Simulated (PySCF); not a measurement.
C5H7O (doublet state).
SMILES with atom numbers: `[CH2:1][O:2][CH2:3][CH:4]1[CH:5]=[CH:6]1` (hydrogens: H7, H8 on C1; H9, H10 on C3; H11 on C4; H12 on C5; H13 on C6)

Geometry (GFN2-xTB, Å), atoms numbered from 1 in this order:
```
atom  x, y, z in Å
C1     2.5440   -0.4558    0.1003
O2     1.2411   -0.7123   -0.1916
C3     0.3777    0.4043   -0.2157
C4    -1.0205   -0.0710   -0.5517
C5    -2.2198    0.6130    0.0319
C6    -1.9392   -0.5505    0.5355
H7     3.1371   -1.3399    0.2207
H8     2.8053    0.4623    0.5968
H9     0.7306    1.1247   -0.9711
H10    0.3838    0.9068    0.7642
H11   -1.0836   -0.5249   -1.5369
H12   -2.8221    1.4861   -0.0134
H13   -2.1385   -1.3424    1.2135
```

The hyperfine couplings belong to this conformer and change with its torsions.

Computed with UKS B3LYP, pcH-1 on C H O, non-relativistic, mean-field spin-orbit, GIAO in PySCF 2.14.0. One conformer (not necessarily the lowest) at the GFN2-xTB geometry, without solvent, vibrations or thermal averaging. Couplings are sensitive to structure, and on GFN2-xTB geometries they can be far from those on DFT ones. The SCF solution wasn't tested for stability.

Principal values of hyperfine tensors in MHz (contact and dipolar terms together), for some of the nuclei:

```
atom  isotope      A1      A2      A3
  C1      13C   62.59   63.84  282.11
  H7       1H  -78.77  -45.58   -8.54
  H8       1H  -73.98  -39.64   -4.05
  O2      17O  -97.70   10.80   13.61
  H9       1H    9.43   10.27   21.88
  C3      13C   -6.20   -5.49   -1.78
  C4      13C   -2.08   -1.90   -0.58
  C5      13C   -0.73   -0.64   -0.19
```

Q: Split each tensor into its isotropic and traceless parts, and turn a_iso into mT with g = 2.0033.

A: a_iso is a third of the trace, T = A − a_iso, and a(mT) = a(MHz)/(g × 13.996).

```json
{"atom": "C1", "a_iso (MHz)": "136.18", "a_iso (mT)": "4.857", "T1": "-73.59", "T2": "-72.34", "T3": "145.93"}
{"atom": "H7", "a_iso (MHz)": "-44.30", "a_iso (mT)": "-1.580", "T1": "-34.48", "T2": "-1.28", "T3": "35.76"}
{"atom": "H8", "a_iso (MHz)": "-39.22", "a_iso (mT)": "-1.399", "T1": "-34.76", "T2": "-0.42", "T3": "35.17"}
{"atom": "O2", "a_iso (MHz)": "-24.43", "a_iso (mT)": "-0.871", "T1": "-73.27", "T2": "35.23", "T3": "38.04"}
{"atom": "H9", "a_iso (MHz)": "13.86", "a_iso (mT)": "0.494", "T1": "-4.42", "T2": "-3.59", "T3": "8.02"}
{"atom": "C3", "a_iso (MHz)": "-4.49", "a_iso (mT)": "-0.160", "T1": "-1.71", "T2": "-1.00", "T3": "2.71"}
{"atom": "C4", "a_iso (MHz)": "-1.52", "a_iso (mT)": "-0.054", "T1": "-0.56", "T2": "-0.38", "T3": "0.94"}
{"atom": "C5", "a_iso (MHz)": "-0.52", "a_iso (mT)": "-0.019", "T1": "-0.21", "T2": "-0.12", "T3": "0.33"}
```

Q: What spin density at the nucleus of C1 lies behind its contact coupling (g_N = 1.40482)?

A: a_FC = 800.24 MHz bohr³ × g_N × ρ(0)/(2S). With a_FC = 136.18 MHz and 2S = 1, ρ(0) = 0.1211 bohr⁻³.

Q: H10 (1H, g_N = 5.58569) isn't in the table. Its spin density at the nucleus is 0.002838 bohr⁻³. What is its contact coupling?

A: By the same relation, a_FC = 12.68 MHz. Its full tensor has the principal values 8.95, 9.31, 19.79 MHz.

Q: Which nucleus of the table has the largest anisotropic coupling, and what is its form?

A: C1: -73.6, -72.3, 145.9 MHz, axial, in the ratio −1:−1:+2, the form that spin in one p orbital centred on that nucleus gives.

Q: What first-order splitting does H7 cause when the field lies along A1, A2 or A3 of its tensor (g taken as isotropic, no quadrupole term)?

A: 2 lines (I = 1/2), spaced by |A_i|/(g × 13.996): 2.81, 1.63, 0.30 mT along the axes of A1, A2 and A3.
